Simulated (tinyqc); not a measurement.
A ladder of methods, and size consistency: correlation methods against full CI in the sto-3g basis, for LiH, spin multiplicity 1. Computed by the program tinyqc with PySCF. All electrons correlated; +Q is the Davidson correction (1 - c0^2) E_corr. The last columns treat two copies 100 angstrom apart as one system. FCI is the lowest singlet.

Geometry (angstrom):
```
atom       x       y       z
Li    0.0000  0.0000  0.0000
H     0.0000  0.0000  1.9630
```

RHF energy of one = -7.834808 hartree

Correlation energies (hartree):
```
method   E_corr of one  share of FCI (%)  E_corr of two at 100 angstrom  two minus twice one (mhartree)
MP2           -0.01694            58.423                       -0.03389                       -4.53e-05
CISD          -0.02898            99.928                       -0.05550                           2.456
CISD+Q        -0.03037           104.709                       -0.05989                           0.843
CCSD          -0.02898            99.942                       -0.05797                       -1.08e-04
CCSD(T)       -0.02900            99.989                       -0.05799                       -1.07e-04
FCI           -0.02900           100.000                              -                               -
```

What does the comparison show, and why?

MP2 recovers 58 %, CISD 99.9 % and CCSD 99.9 % of the FCI value (c0^2 = 0.952 in CISD). MP2 and coupled cluster are size consistent, so their last column vanishes but for a trace of long-range electrostatics; CISD loses 2.46 mhartree, since a double excitation on each copy is a quadruple of the pair, and the Davidson correction leaves +0.84.
